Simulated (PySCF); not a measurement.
Molecule: Pyridazine (c1ccnnc1, C4H4N2).

Bonds (- single, = double, # triple, : aromatic): C1:C2 1.384 Å, C2:C3 1.397 Å, C3:N4 1.329 Å, N4:N5 1.316 Å, N5:C6 1.330 Å, C6:C1 1.397 Å. C1 carries H7; C2 carries H8; C3 carries H9; C6 carries H10.

Geometry PBE0-D3(BJ)/def2-SVP throughout; GIAO in PySCF, gas phase, one conformer, non-relativistic; equivalent atoms averaged; basis pcSseg-2.

(1) How do the absolute shieldings σ depend on the functional? (ppm; last column core-seconds on shared hosts with different chips, so compare them loosely; the GGAs took longer than the global hybrids here, which isn't the general rule, and the cause wasn't traced)

(2) Which nucleus moves most, in ppm?

## Answers

(1) 
```
functional                    kind  C3/C6  C1/C2   N4/N5  H9/H10  H7/H8  core-s
        HF            Hartree–Fock   29.1   55.9  -235.4   22.17  24.11      11
       LDA                     LDA   16.2   46.3  -233.3   21.15  23.58      30
       PBE                     GGA   20.9   49.8  -215.0   21.74  24.07      38
      BLYP                     GGA   16.3   45.1  -222.0   22.06  24.33      37
      BP86                     GGA   21.4   50.0  -213.0   21.83  24.14      36
      OPBE                     GGA   31.0   59.0  -189.9   21.73  24.03      37
       KT2                     GGA   34.0   60.2  -176.2   22.16  24.19      35
       KT3                     GGA   33.6   60.0  -175.1   22.31  24.36      36
     B97-D                     GGA   25.2   53.2  -200.1   22.10  24.35      39
     B3LYP           global hybrid   18.0   46.4  -225.1   22.00  24.17      27
      PBE0           global hybrid   23.0   51.2  -218.2   21.74  23.92      27
  mPW1PW91           global hybrid   22.3   50.5  -219.7   21.81  23.98      27
      WP04           global hybrid   11.1   39.9  -227.4   22.41  24.56      28
     B97-2           global hybrid   25.7   53.5  -207.8   21.95  24.11      25
 BHandHLYP           global hybrid   21.2   48.9  -229.8   22.01  24.05      26
 CAM-B3LYP  range-separated hybrid   18.0   45.8  -226.0   21.90  23.96      39
   wB97X-D  range-separated hybrid   21.6   49.5  -220.2   21.85  23.97      38
   LC-wPBE  range-separated hybrid   20.5   48.0  -218.9   21.74  23.77      52
```

(2) N4/N5 (pyridine-type ring nitrogen): from -235.4 ppm with HF to -175.1 ppm with KT3. The smallest spread is 0.98 ppm, at H7/H8. Proton shifts span only some 12 ppm, so a few tenths of a ppm matter as much there as several ppm in carbon.
